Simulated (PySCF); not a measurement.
Level of theory: PBE-D3(BJ)/def2-TZVP // CAM-B3LYP-D3(BJ)/def2-TZVP (PySCF). Isolated molecules, 0 K electronic values unless said otherwise. One relaxed conformer stands for a flexible species; it need not be the lowest. Excitations are Tamm–Dancoff values on a coarser integration grid. The basis has no diffuse functions, so Rydberg states are missing or too high.

Reference species (SMILES): `FC(F)(F)F` (neutral, multiplicity 1).

```json
{
  "S1 oscillator strength": "0.000",
  "HOMO–LUMO gap": "12.05 eV",
  "HOMO": "-10.32 eV",
  "S1 excitation (TDA)": "12.16 eV"
}
```

Changed species: `FC(F)(S)S` (S–C–S–H torsion -65°, S–C–S–H torsion 65°) (2 of 4 F replaced by SH; the reference has 0 of 4 F replaced by SH).

**Question.** Predict the effect on the S1 oscillator strength, HOMO–LUMO gap, HOMO and S1 excitation (TDA).

**Answer.** the S1 oscillator strength is nearly the same; the HOMO–LUMO gap drops by 7.83 eV, to 4.22 eV; the HOMO increases by 4.20 eV, to -6.12 eV; the S1 excitation (TDA) decreases by 7.77 eV, to 4.39 eV.
